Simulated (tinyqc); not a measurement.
Worked calculation (part 1 of 3): UHF in the sto-3g basis, for NH3+, spin multiplicity 2. Computed by tinyqc, a small Python program that keeps every step (integrals from PySCF). Settings: charge = 1, multiplicity = 2, basis = sto-3g, energy threshold = 1e-09, iteration cap = 61, orthogonalisation = symmetric, start = Wolfsberg-Helmholz matrix, DIIS depth = 3, DIIS from iteration = 2, method = UHF. Command: `OMP_NUM_THREADS=1 python tinyqc.py 22728 22729 out.jsonl` (the two numbers bound the seeds that draw the settings). One thread of a shared host (Intel(R) Xeon(R) Processor @ 2.60GHz), about 0.1 s of CPU time with the checks. Later iterations appear only in the table of the cycle.

## One-electron integrals

Geometry (angstrom):
```
atom        x        y       z
N      0.0000   0.0000  0.1310
H      1.1500   0.0000  0.0000
H     -0.5750   0.9960  0.0000
H     -0.5750  -0.9960  0.0000
```

Basis sto-3g: exponents (1/bohr^2) and contraction coefficients of normalised primitives:
```
element  l (shell)  exponent  coefficient
N            s (1)   99.1062       0.1543
N            s (1)   18.0523       0.5353
N            s (1)    4.8857       0.4446
N            s (2)    3.7805      -0.1000
N            s (2)    0.8785       0.3995
N            s (2)    0.2857       0.7001
N            p (3)    3.7805       0.1559
N            p (3)    0.8785       0.6077
N            p (3)    0.2857       0.3920
H            s (1)    3.4253       0.1543
H            s (1)    0.6239       0.5353
H            s (1)    0.1689       0.4446
```

Overlap, kinetic and nuclear-attraction integrals over the contracted functions; the nuclear repulsion is the sum of Za Zb / Rab.

nuclear repulsion = 10.397789 hartree

overlap S, order 1N 1s, 1N 2s, 1N 2px, 1N 2py, 1N 2pz, 2H 1s, 3H 1s, 4H 1s:
```
[[1.0000, 0.2350, 0.0000, 0.0000, 0.0000, 0.0414, 0.0414, 0.0414],
 [0.2350, 1.0000, 0.0000, 0.0000, 0.0000, 0.4085, 0.4085, 0.4085],
 [0.0000, 0.0000, 1.0000, 0.0000, 0.0000, 0.3835, -0.1917, -0.1917],
 [0.0000, 0.0000, 0.0000, 1.0000, 0.0000, 0.0000, 0.3321, -0.3321],
 [0.0000, 0.0000, 0.0000, 0.0000, 1.0000, -0.0437, -0.0437, -0.0437],
 [0.0414, 0.4085, 0.3835, 0.0000, -0.0437, 1.0000, 0.1208, 0.1208],
 [0.0414, 0.4085, -0.1917, 0.3321, -0.0437, 0.1208, 1.0000, 0.1208],
 [0.0414, 0.4085, -0.1917, -0.3321, -0.0437, 0.1208, 0.1208, 1.0000]]
```

kinetic energy T (hartree), order 1N 1s, 1N 2s, 1N 2px, 1N 2py, 1N 2pz, 2H 1s, 3H 1s, 4H 1s:
```
[[21.9908, -0.1284, 0.0000, 0.0000, 0.0000, -0.0103, -0.0103, -0.0103],
 [-0.1284, 0.6070, 0.0000, 0.0000, 0.0000, 0.0722, 0.0721, 0.0721],
 [0.0000, 0.0000, 1.8994, 0.0000, 0.0000, 0.1903, -0.0951, -0.0951],
 [0.0000, 0.0000, 0.0000, 1.8994, 0.0000, 0.0000, 0.1648, -0.1648],
 [0.0000, 0.0000, 0.0000, 0.0000, 1.8994, -0.0217, -0.0217, -0.0217],
 [-0.0103, 0.0722, 0.1903, 0.0000, -0.0217, 0.7600, -0.0100, -0.0100],
 [-0.0103, 0.0721, -0.0951, 0.1648, -0.0217, -0.0100, 0.7600, -0.0100],
 [-0.0103, 0.0721, -0.0951, -0.1648, -0.0217, -0.0100, -0.0100, 0.7600]]
```

nuclear attraction V (hartree), order 1N 1s, 1N 2s, 1N 2px, 1N 2py, 1N 2pz, 2H 1s, 3H 1s, 4H 1s:
```
[[-47.5575, -5.7553, 0.0000, 0.0000, 0.0041, -1.0355, -1.0353, -1.0353],
 [-5.7553, -8.2224, 0.0000, 0.0000, 0.0497, -2.6678, -2.6676, -2.6676],
 [0.0000, 0.0000, -8.2131, 0.0000, 0.0000, -2.2632, 1.1314, 1.1314],
 [0.0000, 0.0000, 0.0000, -8.2131, 0.0000, 0.0000, -1.9599, 1.9599],
 [0.0041, 0.0497, 0.0000, 0.0000, -8.0727, 0.2688, 0.2688, 0.2688],
 [-1.0355, -2.6678, -2.2632, 0.0000, 0.2688, -4.9053, -0.6723, -0.6723],
 [-1.0353, -2.6676, 1.1314, -1.9599, 0.2688, -0.6723, -4.9051, -0.6722],
 [-1.0353, -2.6676, 1.1314, 1.9599, 0.2688, -0.6723, -0.6722, -4.9051]]
```

core Hamiltonian H = T + V (hartree), order 1N 1s, 1N 2s, 1N 2px, 1N 2py, 1N 2pz, 2H 1s, 3H 1s, 4H 1s:
```
[[-25.5668, -5.8837, 0.0000, 0.0000, 0.0041, -1.0458, -1.0457, -1.0457],
 [-5.8837, -7.6154, 0.0000, 0.0000, 0.0497, -2.5957, -2.5954, -2.5954],
 [0.0000, 0.0000, -6.3138, 0.0000, 0.0000, -2.0729, 1.0363, 1.0363],
 [0.0000, 0.0000, 0.0000, -6.3138, 0.0000, 0.0000, -1.7951, 1.7951],
 [0.0041, 0.0497, 0.0000, 0.0000, -6.1734, 0.2471, 0.2471, 0.2471],
 [-1.0458, -2.5957, -2.0729, 0.0000, 0.2471, -4.1452, -0.6823, -0.6823],
 [-1.0457, -2.5954, 1.0363, -1.7951, 0.2471, -0.6823, -4.1451, -0.6822],
 [-1.0457, -2.5954, 1.0363, 1.7951, 0.2471, -0.6823, -0.6822, -4.1451]]
```

## Two-electron integrals

Functions are numbered as in S; the eight-fold symmetry (ij|kl) = (ji|kl) = (kl|ij) leaves the list below.

Two-electron integrals (ij|kl) in chemists' order, unique and non-zero (hartree):
```
(11|11) 4.1666      (21|11) 0.6408      (21|21) 0.1175      (22|11) 0.9699
(22|21) 0.2209      (22|22) 0.7082      (31|31) 0.0210      (32|31) 0.0325
(32|32) 0.1564      (33|11) 0.9671      (33|21) 0.2210      (33|22) 0.7081
(33|33) 0.7628      (41|41) 0.0210      (42|41) 0.0325      (42|42) 0.1564
(43|43) 0.0411      (44|11) 0.9671      (44|21) 0.2210      (44|22) 0.7081
(44|33) 0.6806      (44|44) 0.7628      (51|51) 0.0210      (52|51) 0.0325
(52|52) 0.1564      (53|53) 0.0411      (54|54) 0.0411      (55|11) 0.9671
(55|21) 0.2210      (55|22) 0.7081      (55|33) 0.6806      (55|44) 0.6806
(55|55) 0.7628      (61|11) 0.1141      (61|21) 0.0208      (61|22) 0.0389
(61|31) 0.0011      (61|32) 0.0020      (61|33) 0.0391      (61|44) 0.0388
(61|51) -1.22e-04   (61|52) -2.31e-04   (61|53) -3.40e-05   (61|55) 0.0388
(61|61) 0.0037      (62|11) 0.2934      (62|21) 0.0677      (62|22) 0.2417
(62|31) 0.0056      (62|32) 0.0439      (62|33) 0.2514      (62|44) 0.2366
(62|51) -0.0006     (62|52) -0.0050     (62|53) -0.0017     (62|55) 0.2368
(62|61) 0.0123      (62|62) 0.1073      (63|11) 0.2359      (63|21) 0.0551
(63|22) 0.2093      (63|31) 0.0107      (63|32) 0.0749      (63|33) 0.2289
(63|44) 0.1994      (63|51) -4.55e-04   (63|52) -0.0040     (63|53) -0.0024
(63|55) 0.1995      (63|61) 0.0105      (63|62) 0.1116      (63|63) 0.1280
(64|41) 0.0067      (64|42) 0.0395      (64|43) 0.0087      (64|54) -0.0010
(64|64) 0.0138      (65|11) -0.0269     (65|21) -0.0063     (65|22) -0.0238
(65|31) -4.55e-04   (65|32) -0.0040     (65|33) -0.0241     (65|44) -0.0227
(65|51) 0.0068      (65|52) 0.0400      (65|53) 0.0089      (65|55) -0.0247
(65|61) -0.0012     (65|62) -0.0127     (65|63) -0.0130     (65|65) 0.0152
(66|11) 0.4493      (66|21) 0.1054      (66|22) 0.4307      (66|31) 0.0107
(66|32) 0.1154      (66|33) 0.4692      (66|44) 0.4108      (66|51) -0.0012
(66|52) -0.0131     (66|53) -0.0067     (66|55) 0.4116      (66|61) 0.0194
(66|62) 0.2462      (66|63) 0.2866      (66|65) -0.0327     (66|66) 0.7746
(71|11) 0.1141      (71|21) 0.0208      (71|22) 0.0389      (71|31) -0.0005
(71|32) -0.0010     (71|33) 0.0389      (71|41) 0.0009      (71|42) 0.0018
(71|43) -1.29e-04   (71|44) 0.0390      (71|51) -1.22e-04   (71|52) -2.31e-04
(71|53) 1.70e-05    (71|54) -2.94e-05   (71|55) 0.0388      (71|61) 0.0036
(71|62) 0.0117      (71|63) 0.0094      (71|64) 3.53e-04    (71|65) -0.0011
(71|66) 0.0182      (71|71) 0.0037      (72|11) 0.2934      (72|21) 0.0677
(72|22) 0.2416      (72|31) -0.0028     (72|32) -0.0219     (72|33) 0.2403
(72|41) 0.0049      (72|42) 0.0380      (72|43) -0.0064     (72|44) 0.2477
(72|51) -0.0006     (72|52) -0.0050     (72|53) 0.0008      (72|54) -0.0015
(72|55) 0.2367      (72|61) 0.0117      (72|62) 0.0788      (72|63) 0.0637
(72|64) 0.0091      (72|65) -0.0091     (72|66) 0.1413      (72|71) 0.0123
(72|72) 0.1072      (73|11) -0.1179     (73|21) -0.0276     (73|22) -0.1047
(73|31) 0.0077      (73|32) 0.0483      (73|33) -0.1099     (73|41) -0.0017
(73|42) -0.0153     (73|43) 0.0101      (73|44) -0.1042     (73|51) 2.27e-04
(73|52) 0.0020      (73|53) -0.0013     (73|54) 0.0006      (73|55) -0.0998
(73|61) -0.0044     (73|62) -0.0239     (73|63) -0.0105     (73|64) -0.0021
(73|65) 0.0027      (73|66) -0.0348     (73|71) -0.0052     (73|72) -0.0558
(73|73) 0.0423      (74|11) 0.2043      (74|21) 0.0477      (74|22) 0.1813
(74|31) -0.0017     (74|32) -0.0153     (74|33) 0.1753      (74|41) 0.0097
(74|42) 0.0660      (74|43) -0.0089     (74|44) 0.1956      (74|51) -3.94e-04
(74|52) -0.0035     (74|53) 0.0006      (74|54) -0.0020     (74|55) 0.1728
(74|61) 0.0083      (74|62) 0.0597      (74|63) 0.0480      (74|64) 0.0160
(74|65) -0.0067     (74|66) 0.1082      (74|71) 0.0091      (74|72) 0.0966
(74|73) -0.0495     (74|74) 0.0994      (75|11) -0.0269     (75|21) -0.0063
(75|22) -0.0238     (75|31) 2.27e-04    (75|32) 0.0020      (75|33) -0.0231
(75|41) -3.94e-04   (75|42) -0.0035     (75|43) 0.0006      (75|44) -0.0237
(75|51) 0.0068      (75|52) 0.0399      (75|53) -0.0044     (75|54) 0.0077
(75|55) -0.0247     (75|61) -0.0011     (75|62) -0.0091     (75|63) -0.0072
(75|64) -0.0010     (75|65) 0.0106      (75|66) -0.0174     (75|71) -0.0012
(75|72) -0.0127     (75|73) 0.0065      (75|74) -0.0113     (75|75) 0.0152
(76|11) 0.0716      (76|21) 0.0166      (76|22) 0.0626      (76|31) 0.0006
(76|32) 0.0049      (76|33) 0.0631      (76|41) 0.0010      (76|42) 0.0085
(76|43) 3.25e-04    (76|44) 0.0635      (76|51) -2.58e-04   (76|52) -0.0022
(76|53) -2.86e-04   (76|54) -4.95e-04   (76|55) 0.0613      (76|61) 0.0030
(76|62) 0.0256      (76|63) 0.0248      (76|64) 0.0028      (76|65) -0.0034
(76|66) 0.0567      (76|71) 0.0030      (76|72) 0.0256      (76|73) -0.0100
(76|74) 0.0229      (76|75) -0.0034     (76|76) 0.0075      (77|11) 0.4492
(77|21) 0.1054      (77|22) 0.4307      (77|31) -0.0054     (77|32) -0.0577
(77|33) 0.4254      (77|41) 0.0093      (77|42) 0.1000      (77|43) -0.0253
(77|44) 0.4546      (77|51) -0.0012     (77|52) -0.0131     (77|53) 0.0033
(77|54) -0.0058     (77|55) 0.4115      (77|61) 0.0182      (77|62) 0.1413
(77|63) 0.1111      (77|64) 0.0239      (77|65) -0.0174     (77|66) 0.2647
(77|71) 0.0194      (77|72) 0.2462      (77|73) -0.1433     (77|74) 0.2482
(77|75) -0.0326     (77|76) 0.0567      (77|77) 0.7746      (81|11) 0.1141
(81|21) 0.0208      (81|22) 0.0389      (81|31) -0.0005     (81|32) -0.0010
(81|33) 0.0389      (81|41) -0.0009     (81|42) -0.0018     (81|43) 1.29e-04
(81|44) 0.0390      (81|51) -1.22e-04   (81|52) -2.31e-04   (81|53) 1.70e-05
(81|54) 2.94e-05    (81|55) 0.0388      (81|61) 0.0036      (81|62) 0.0117
(81|63) 0.0094      (81|64) -3.53e-04   (81|65) -0.0011     (81|66) 0.0182
(81|71) 0.0036      (81|72) 0.0117      (81|73) -0.0050     (81|74) 0.0079
(81|75) -0.0011     (81|76) 0.0029      (81|77) 0.0182      (81|81) 0.0037
(82|11) 0.2934      (82|21) 0.0677      (82|22) 0.2416      (82|31) -0.0028
(82|32) -0.0219     (82|33) 0.2403      (82|41) -0.0049     (82|42) -0.0380
(82|43) 0.0064      (82|44) 0.2477      (82|51) -0.0006     (82|52) -0.0050
(82|53) 0.0008      (82|54) 0.0015      (82|55) 0.2367      (82|61) 0.0117
(82|62) 0.0788      (82|63) 0.0637      (82|64) -0.0091     (82|65) -0.0091
(82|66) 0.1413      (82|71) 0.0117      (82|72) 0.0788      (82|73) -0.0398
(82|74) 0.0506      (82|75) -0.0091     (82|76) 0.0197      (82|77) 0.1413
(82|81) 0.0123      (82|82) 0.1072      (83|11) -0.1179     (83|21) -0.0276
(83|22) -0.1047     (83|31) 0.0077      (83|32) 0.0483      (83|33) -0.1099
(83|41) 0.0017      (83|42) 0.0153      (83|43) -0.0101     (83|44) -0.1042
(83|51) 2.27e-04    (83|52) 0.0020      (83|53) -0.0013     (83|54) -0.0006
(83|55) -0.0998     (83|61) -0.0044     (83|62) -0.0239     (83|63) -0.0105
(83|64) 0.0021      (83|65) 0.0027      (83|66) -0.0348     (83|71) -0.0050
(83|72) -0.0398     (83|73) 0.0292      (83|74) -0.0250     (83|75) 0.0045
(83|76) -0.0076     (83|77) -0.0762     (83|81) -0.0052     (83|82) -0.0558
(83|83) 0.0423      (84|11) -0.2043     (84|21) -0.0477     (84|22) -0.1813
(84|31) 0.0017      (84|32) 0.0153      (84|33) -0.1753     (84|41) 0.0097
(84|42) 0.0660      (84|43) -0.0089     (84|44) -0.1956     (84|51) 3.94e-04
(84|52) 0.0035      (84|53) -0.0006     (84|54) -0.0020     (84|55) -0.1728
(84|61) -0.0083     (84|62) -0.0597     (84|63) -0.0480     (84|64) 0.0160
(84|65) 0.0067      (84|66) -0.1082     (84|71) -0.0079     (84|72) -0.0506
(84|73) 0.0250      (84|74) -0.0238     (84|75) 0.0057      (84|76) -0.0132
(84|77) -0.0842     (84|81) -0.0091     (84|82) -0.0966     (84|83) 0.0495
(84|84) 0.0994      (85|11) -0.0269     (85|21) -0.0063     (85|22) -0.0238
(85|31) 2.27e-04    (85|32) 0.0020      (85|33) -0.0231     (85|41) 3.94e-04
(85|42) 0.0035      (85|43) -0.0006     (85|44) -0.0237     (85|51) 0.0068
(85|52) 0.0399      (85|53) -0.0044     (85|54) -0.0077     (85|55) -0.0247
(85|61) -0.0011     (85|62) -0.0091     (85|63) -0.0072     (85|64) 0.0010
(85|65) 0.0106      (85|66) -0.0174     (85|71) -0.0011     (85|72) -0.0091
(85|73) 0.0045      (85|74) -0.0057     (85|75) 0.0106      (85|76) -0.0025
(85|77) -0.0174     (85|81) -0.0012     (85|82) -0.0127     (85|83) 0.0065
(85|84) 0.0113      (85|85) 0.0152      (86|11) 0.0716      (86|21) 0.0166
(86|22) 0.0626      (86|31) 0.0006      (86|32) 0.0049      (86|33) 0.0631
(86|41) -0.0010     (86|42) -0.0085     (86|43) -3.25e-04   (86|44) 0.0635
(86|51) -2.58e-04   (86|52) -0.0022     (86|53) -2.86e-04   (86|54) 4.95e-04
(86|55) 0.0613      (86|61) 0.0030      (86|62) 0.0256      (86|63) 0.0248
(86|64) -0.0028     (86|65) -0.0034     (86|66) 0.0567      (86|71) 0.0029
(86|72) 0.0197      (86|73) -0.0076     (86|74) 0.0132      (86|75) -0.0025
(86|76) 0.0060      (86|77) 0.0355      (86|81) 0.0030      (86|82) 0.0256
(86|83) -0.0100     (86|84) -0.0229     (86|85) -0.0034     (86|86) 0.0075
(87|11) 0.0716      (87|21) 0.0166      (87|22) 0.0626      (87|31) -0.0011
(87|32) -0.0099     (87|33) 0.0637      (87|44) 0.0629      (87|51) -2.58e-04
(87|52) -0.0022     (87|53) 0.0006      (87|55) 0.0613      (87|61) 0.0029
(87|62) 0.0197      (87|63) 0.0152      (87|65) -0.0025     (87|66) 0.0355
(87|71) 0.0030      (87|72) 0.0256      (87|73) -0.0148     (87|74) 0.0201
(87|75) -0.0034     (87|76) 0.0060      (87|77) 0.0567      (87|81) 0.0030
(87|82) 0.0256      (87|83) -0.0148     (87|84) -0.0201     (87|85) -0.0034
(87|86) 0.0060      (87|87) 0.0075      (88|11) 0.4492      (88|21) 0.1054
(88|22) 0.4307      (88|31) -0.0054     (88|32) -0.0577     (88|33) 0.4254
(88|41) -0.0093     (88|42) -0.1000     (88|43) 0.0253      (88|44) 0.4546
(88|51) -0.0012     (88|52) -0.0131     (88|53) 0.0033      (88|54) 0.0058
(88|55) 0.4115      (88|61) 0.0182      (88|62) 0.1413      (88|63) 0.1111
(88|64) -0.0239     (88|65) -0.0174     (88|66) 0.2647      (88|71) 0.0182
(88|72) 0.1413      (88|73) -0.0762     (88|74) 0.0842      (88|75) -0.0174
(88|76) 0.0355      (88|77) 0.2647      (88|81) 0.0194      (88|82) 0.2462
(88|83) -0.1433     (88|84) -0.2482     (88|85) -0.0326     (88|86) 0.0567
(88|87) 0.0567      (88|88) 0.7746
```

## Orthogonalisation

S = U s U^T; symmetric (Loewdin) form X = U s^(-1/2) U^T, so that X^T S X = 1.

eigenvalues of S: [0.3700, 0.4660, 0.4661, 0.9649, 1.0161, 1.4131, 1.4131, 1.8907]

X, order 1N 1s, 1N 2s, 1N 2px, 1N 2py, 1N 2pz, 2H 1s, 3H 1s, 4H 1s:
```
[[1.0245, -0.1462, 0.0000, 0.0000, 0.0025, 0.0206, 0.0206, 0.0206],
 [-0.1462, 1.2617, 0.0000, 0.0000, -0.0251, -0.2454, -0.2454, -0.2454],
 [0.0000, 0.0000, 1.1132, 0.0000, 0.0000, -0.2525, 0.1262, 0.1262],
 [0.0000, 0.0000, 0.0000, 1.1132, 0.0000, 0.0000, -0.2187, 0.2187],
 [0.0025, -0.0251, 0.0000, 0.0000, 1.0026, 0.0258, 0.0258, 0.0258],
 [0.0206, -0.2454, -0.2525, 0.0000, 0.0258, 1.1594, -0.0334, -0.0334],
 [0.0206, -0.2454, 0.1262, -0.2187, 0.0258, -0.0334, 1.1594, -0.0334],
 [0.0206, -0.2454, 0.1262, 0.2187, 0.0258, -0.0334, -0.0334, 1.1594]]
```

## Starting guess

The start is the generalised Wolfsberg-Helmholz matrix (K = 1.75) built on H; D(s) = C_occ C_occ^T for each spin.

D(alpha) at the start, order 1N 1s, 1N 2s, 1N 2px, 1N 2py, 1N 2pz, 2H 1s, 3H 1s, 4H 1s:
```
[[1.0227, -0.0937, 0.0000, 0.0000, -0.0143, -0.0627, -0.0627, -0.0627],
 [-0.0937, 0.4745, 0.0000, 0.0000, 0.0512, 0.1527, 0.1527, 0.1527],
 [0.0000, 0.0000, 0.6489, 0.0000, 0.0000, 0.2198, -0.1099, -0.1099],
 [0.0000, 0.0000, 0.0000, 0.6490, 0.0000, 0.0000, 0.1903, -0.1903],
 [-0.0143, 0.0512, 0.0000, 0.0000, 0.9956, -0.0107, -0.0107, -0.0107],
 [-0.0627, 0.1527, 0.2198, 0.0000, -0.0107, 0.1254, 0.0137, 0.0137],
 [-0.0627, 0.1527, -0.1099, 0.1903, -0.0107, 0.0137, 0.1254, 0.0137],
 [-0.0627, 0.1527, -0.1099, -0.1903, -0.0107, 0.0137, 0.0137, 0.1254]]
```

D(beta) at the start, order 1N 1s, 1N 2s, 1N 2px, 1N 2py, 1N 2pz, 2H 1s, 3H 1s, 4H 1s:
```
[[1.0221, -0.0917, 0.0000, 0.0000, 0.0098, -0.0626, -0.0626, -0.0626],
 [-0.0917, 0.4670, 0.0000, 0.0000, -0.0352, 0.1526, 0.1526, 0.1526],
 [0.0000, 0.0000, 0.6489, 0.0000, 0.0000, 0.2198, -0.1099, -0.1099],
 [0.0000, 0.0000, 0.0000, 0.6490, 0.0000, 0.0000, 0.1903, -0.1903],
 [0.0098, -0.0352, 0.0000, 0.0000, 0.0027, -0.0116, -0.0116, -0.0116],
 [-0.0626, 0.1526, 0.2198, 0.0000, -0.0116, 0.1254, 0.0137, 0.0137],
 [-0.0626, 0.1526, -0.1099, 0.1903, -0.0116, 0.0137, 0.1254, 0.0137],
 [-0.0626, 0.1526, -0.1099, -0.1903, -0.0116, 0.0137, 0.0137, 0.1254]]
```

## Iteration 1: building the Fock matrix

J_ij = sum D_kl (ij|kl) with D = D(alpha) + D(beta), K_ij = sum D_kl (ik|jl) for each spin; F = H + J - K(s); E = tr D H + tr D J / 2 - 0.5 sum_s tr D(s) K(s) + E_nn.

Coulomb J (hartree), order 1N 1s, 1N 2s, 1N 2px, 1N 2py, 1N 2pz, 2H 1s, 3H 1s, 4H 1s:
```
[[14.0987, 2.6058, 0.0000, 0.0000, -0.0033, 0.4616, 0.4616, 0.4616],
 [2.6058, 6.4161, 0.0000, 0.0000, -0.0305, 2.1727, 2.1724, 2.1724],
 [0.0000, 0.0000, 6.4421, 0.0000, 0.0000, 1.8799, -0.9398, -0.9398],
 [0.0000, 0.0000, 0.0000, 6.4421, 0.0000, 0.0000, 1.6279, -1.6279],
 [-0.0033, -0.0305, 0.0000, 0.0000, 6.3443, -0.2203, -0.2203, -0.2203],
 [0.4616, 2.1727, 1.8799, 0.0000, -0.2203, 3.9322, 0.5616, 0.5616],
 [0.4616, 2.1724, -0.9398, 1.6279, -0.2203, 0.5616, 3.9321, 0.5615],
 [0.4616, 2.1724, -0.9398, -1.6279, -0.2203, 0.5616, 0.5615, 3.9321]]
```

exchange K(alpha) (hartree), order 1N 1s, 1N 2s, 1N 2px, 1N 2py, 1N 2pz, 2H 1s, 3H 1s, 4H 1s:
```
[[4.2241, 0.7332, 0.0000, 0.0000, -0.0013, 0.1332, 0.1332, 0.1332],
 [0.7332, 1.0745, 0.0000, 0.0000, 0.0106, 0.4375, 0.4374, 0.4374],
 [0.0000, 0.0000, 0.8850, 0.0000, 0.0000, 0.3641, -0.1820, -0.1820],
 [0.0000, 0.0000, 0.0000, 0.8850, 0.0000, 0.0000, 0.3153, -0.3153],
 [-0.0013, 0.0106, 0.0000, 0.0000, 0.9563, -0.0377, -0.0377, -0.0377],
 [0.1332, 0.4375, 0.3641, 0.0000, -0.0377, 0.4663, 0.1187, 0.1187],
 [0.1332, 0.4374, -0.1820, 0.3153, -0.0377, 0.1187, 0.4663, 0.1186],
 [0.1332, 0.4374, -0.1820, -0.3153, -0.0377, 0.1187, 0.1186, 0.4663]]
```

exchange K(beta) (hartree), order 1N 1s, 1N 2s, 1N 2px, 1N 2py, 1N 2pz, 2H 1s, 3H 1s, 4H 1s:
```
[[4.2027, 0.7012, 0.0000, 0.0000, 0.0004, 0.1265, 0.1265, 0.1265],
 [0.7012, 0.9146, 0.0000, 0.0000, -0.0587, 0.3985, 0.3985, 0.3985],
 [0.0000, 0.0000, 0.8431, 0.0000, 0.0000, 0.3554, -0.1777, -0.1777],
 [0.0000, 0.0000, 0.0000, 0.8431, 0.0000, 0.0000, 0.3078, -0.3078],
 [0.0004, -0.0587, 0.0000, 0.0000, 0.1980, -0.0364, -0.0364, -0.0364],
 [0.1265, 0.3985, 0.3554, 0.0000, -0.0364, 0.4526, 0.1092, 0.1092],
 [0.1265, 0.3985, -0.1777, 0.3078, -0.0364, 0.1092, 0.4526, 0.1091],
 [0.1265, 0.3985, -0.1777, -0.3078, -0.0364, 0.1092, 0.1091, 0.4526]]
```

F(alpha) (hartree), order 1N 1s, 1N 2s, 1N 2px, 1N 2py, 1N 2pz, 2H 1s, 3H 1s, 4H 1s:
```
[[-15.6921, -4.0112, 0.0000, 0.0000, 0.0022, -0.7174, -0.7173, -0.7173],
 [-4.0112, -2.2738, 0.0000, 0.0000, 0.0086, -0.8605, -0.8604, -0.8604],
 [0.0000, 0.0000, -0.7567, 0.0000, 0.0000, -0.5571, 0.2785, 0.2785],
 [0.0000, 0.0000, 0.0000, -0.7567, 0.0000, 0.0000, -0.4824, 0.4824],
 [0.0022, 0.0086, 0.0000, 0.0000, -0.7854, 0.0645, 0.0645, 0.0645],
 [-0.7174, -0.8605, -0.5571, 0.0000, 0.0645, -0.6793, -0.2394, -0.2394],
 [-0.7173, -0.8604, 0.2785, -0.4824, 0.0645, -0.2394, -0.6793, -0.2393],
 [-0.7173, -0.8604, 0.2785, 0.4824, 0.0645, -0.2394, -0.2393, -0.6793]]
```

F(beta) (hartree), order 1N 1s, 1N 2s, 1N 2px, 1N 2py, 1N 2pz, 2H 1s, 3H 1s, 4H 1s:
```
[[-15.6707, -3.9792, 0.0000, 0.0000, 0.0004, -0.7107, -0.7106, -0.7106],
 [-3.9792, -2.1139, 0.0000, 0.0000, 0.0779, -0.8215, -0.8215, -0.8215],
 [0.0000, 0.0000, -0.7148, 0.0000, 0.0000, -0.5484, 0.2742, 0.2742],
 [0.0000, 0.0000, 0.0000, -0.7148, 0.0000, 0.0000, -0.4749, 0.4749],
 [0.0004, 0.0779, 0.0000, 0.0000, -0.0270, 0.0632, 0.0632, 0.0632],
 [-0.7107, -0.8215, -0.5484, 0.0000, 0.0632, -0.6656, -0.2298, -0.2298],
 [-0.7106, -0.8215, 0.2742, -0.4749, 0.0632, -0.2298, -0.6655, -0.2298],
 [-0.7106, -0.8215, 0.2742, 0.4749, 0.0632, -0.2298, -0.2298, -0.6655]]
```

total energy of this density = -55.041970 hartree
